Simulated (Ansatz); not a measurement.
**HO+ (triplet): wave-function methods side by side, def2-TZVPP**

An exercise on one series of results from a longer session: the logs are not shown, and one member is left open.

Method: def2-TZVPP, core rule «outside noble gas», up to 1 orbitals frozen; program: Ansatz 0.2.0, Gaussian basis.

The runs, in order: UHF; ROHF; CCSD(T) on UHF.

2 further runs of the same task are left out: 2 set aside as unsound or not needed.

### The geometry

The geometry is a PBE0/def2-TZVP stationary point (not a proven minimum) of the parent state, kept for this charge and spin.

2 atoms, charge 1, spin multiplicity 3.

Atoms are counted from 1 here; the program's logs count them from 0.

Bond lengths: O1–H2 1.037 Å.

The first run:

File in.yaml:

```yaml
crystal:
  periodic: [false, false, false]
  atoms:
    - {symbol: O, position_ang: [0.000000, 0.000000, 0.000000]}
    - {symbol: H, position_ang: [0.000000, 0.000000, 1.036612]}
basis:
  gaussian: {orbitals: def2-TZVPP}
total_charge: 1
magnetization: {spin_polarized: true, initial_magnetization: 2}
hamiltonian: {xc: hf}
output: {orbitals: {seedname: orbitals}}
```

Started as:

```sh
$ ansatz run in.yaml --threads 1 --pin off --events-out ev --progress --plain --max-ram 4096MiB --backend cpu
```

Steps of the session up to this table: UHF; ROHF; CCSD(T) on UHF.

One table of the session follows, with a row left open; its other results are not shown here.

```
  method  from UCCSD(T) (kcal/mol)
    ROHF                   +108.38
     UHF                   +102.97
    UMP2                    +13.56
   UCCSD                         ?
UCCSD(T)                         0
```

**Question.** Estimate the row for UCCSD.

The run gave: from UCCSD(T) (kcal/mol): +1.87. In the column «from UCCSD(T) (kcal/mol)» it lies between UCCSD(T) (0) and UMP2 (+13.56).
